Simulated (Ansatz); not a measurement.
# HCB, singlet: the ladder up to full CI

Geometry: a point of a bend scan, not a stationary point.

```yaml
atoms:
  - { symbol: B, position_ang: [0.0000, 0.0672, 0.7867] }
  - { symbol: C, position_ang: [0.0000, -0.1050, -0.5854] }
  - { symbol: H, position_ang: [0.0000, 0.5308, -1.4623] }
```

Basis 6-31G; Ansatz 0.2.0. Only valence electrons are correlated (noble-gas cores frozen), which leaves 8 electrons in 18 orbitals. Prefix R: restricted or restricted open-shell reference; prefix U: unrestricted. Active spaces: valence = (8e, 9o) chosen from the atoms' valence shells; pair = (2e, 2o) about the gap.

Full CI is exact within this basis and frozen core; it isn't the basis-set limit. The frozen core follows each run's orbitals, which can shift R against U totals by a few meV.

- UHF ⟨S²⟩: 1.324
- T1 diagnostic (RCCSD): 0.1098
- largest doubles amplitude (RCCSD): 0.393

```tsv
level	E − E(full CI) (kJ/mol)	share of correlation (%)	wall time
RHF	557.3	0.00	–
UHF†	316.2	–	–
RMP2	171.3	69.26	–
UMP2†	94.2	–	–
CISD	106.2	80.94	0.62 s
RCCSD*	44.3	92.04	–
UCCSD†	8.6	–	–
RCCSD(T)*	-8.0	101.44	1 s
UCCSD(T)†	-1.0	–	2.8 s
BCCD(T)	2.1	99.63	1.1 s
RCCSDT*	2.6	99.53	–
UCCSDT†	-6.0	–	–
RCCSDT(Q)*	-2.7	100.48	2.1 s
UCCSDT(Q)†	-7.2	–	6.5 s
RCCSDTQ*	0.3	99.94	9 s
UCCSDTQ*†	-11.1	–	69 s
CASSCF (pair space)	367.1	34.12	–
NEVPT2 (pair space)	81.6	85.35	0.62 s
MRCISD (pair space)	35.7	93.60	–
MRCISD+Q (pair space)	0.4	99.92	0.74 s
CASSCF (valence space)	97.7	82.47	–
NEVPT2 (valence space)	26.1	95.31	3.2 s
MRCISD (valence space)	3.0	99.46	–
MRCISD+Q (valence space)	1.1	99.80	5.5 s
```

An asterisk marks runs whose energy the program itself flagged as in doubt. A dagger marks rows that describe another state than the reference (another or a broken symmetry, a higher spin or other natural occupations), so the difference isn't the method's error.

The correlation energy at full CI, counted from RHF, is -5.776 eV. That run took 36 s on 1 thread of Intel Xeon, shared host over 4,682,448 determinants.

Times hold each run's SCF and search for its determinant on a shared host, so for small cases they say little of a method's own cost; they ran on 1 thread of Intel Xeon.

Not variational, and here over 5 meV under the exact energy: RCCSD(T), RCCSDT(Q).

Unrestricted levels hold only the spin's projection, and here they fall towards a lower state of higher spin.

The full-CI state has the irrep A' of Cs, in the program's axes.

Natural occupations of full CI about the gap: 1.973 1.963 1.874 1.474 0.506 0.117 0.029 0.020 0.016 0.007; effectively unpaired electrons, Σ n²(2−n)², 1.29. No single determinant describes this state well, so single-reference rows can miss without a flag.
